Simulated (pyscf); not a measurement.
Optimised with ωB97X-D3(BJ)/def2-SVP in PySCF.

**Question.** For the elementary gas-phase step HO–Ga(F)–Cl + hydrogen chloride (HCl) -> HO–Ga(Cl)–Cl + hydrogen fluoride (HF) (singlet surface; F–Ga, Cl–H broken, Cl–Ga, F–H formed), what barrier and reaction energy does M06-2X/def2-TZVP give, measured from the separated reactants?

**Answer.** ΔE‡ = -0.28 eV, ΔE = -0.34 eV. ωB97M-D3(BJ)/def2-TZVP gives -0.18 eV and -0.31 eV. Zero-point energy shifts the barrier by +0.01 eV. It is a four-centre exchange, with an imaginary mode of 443i cm⁻¹. On the reactant side the descent ends in an adduct with a Cl–Ga contact, 0.44 eV under the separated species and 0.15 eV under the saddle at ωB97X-D3(BJ)/def2-TZVP. On the product side the descent ends in an adduct with a F–Ga contact, 0.44 eV under the separated species and 0.54 eV under the saddle at ωB97X-D3(BJ)/def2-TZVP. At M06-2X the saddle lies under the separated reactants, which points to a path from their complex (located at ωB97X-D3(BJ) alone). What is counted as formed (Cl–Ga) is already present as a longer contact in the reactant adduct; forming that adduct is a step of its own. What is counted as broken (F–Ga) persists as a longer contact in the product adduct; parting that adduct is a step of its own. At ωB97X-D3(BJ) the barrier from the zero used here is -0.29 eV. This is the saddle that the search found; another between the same sides may lie lower. Elements up to Kr have no core potential and no relativistic terms here.
